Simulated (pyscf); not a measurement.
This saddle point was located with ωB97X-D3(BJ)/def2-SVP in PySCF.

```xyz
13

C      0.7049     0.5151    -0.3278
N     -0.6633     0.3506     0.1279
C     -1.2738    -0.8740    -0.3545
Al    -1.4983     1.5294     1.1666
H      1.3518    -0.3170     0.0131
H      1.1350     1.4534     0.0572
H      0.7665     0.5448    -1.4334
H     -0.7168    -1.7695    -0.0154
H     -1.3034    -0.9076    -1.4614
H     -2.3091    -0.9651     0.0112
H     -0.6185     2.8537     1.6022
H     -2.9957     1.2390     1.5998
H      0.2679     3.8386     1.8457
```
Charge 0, spin multiplicity 2.

Surface: doublet, charge 0. Lowest wavenumbers (cm⁻¹): 706i, 112, 115, 204, 238.

Problem. What reaction is this the transition state of?

Solution. H₃C–N(CH₃)–AlH₂ + H atom (H•) <-> [H₃C–N(CH₃)–AlH]• + hydrogen (H₂), a hydrogen abstraction read from left to right: Al–H broken and H–H formed. At ωB97M-D3(BJ)/def2-TZVP it lies +0.13 eV from the left side and +0.87 eV from the right (each side as separated species at their lowest minima found). H₃C–N(CH₃)–AlH₂ lies 1.60 eV over its isomer H₃C–Al(CH₃)–NH₂, and others may lie lower still (electronic energy, ωB97M-D3(BJ)). [H₃C–N(CH₃)–AlH]• lies 0.31 eV over its isomer [H₃C–Al(CH₃)–NH]•, and others may lie lower still (electronic energy, ωB97M-D3(BJ)). One saddle was located; it need not be the lowest between these sides. The angle at the transferred H is 170°.
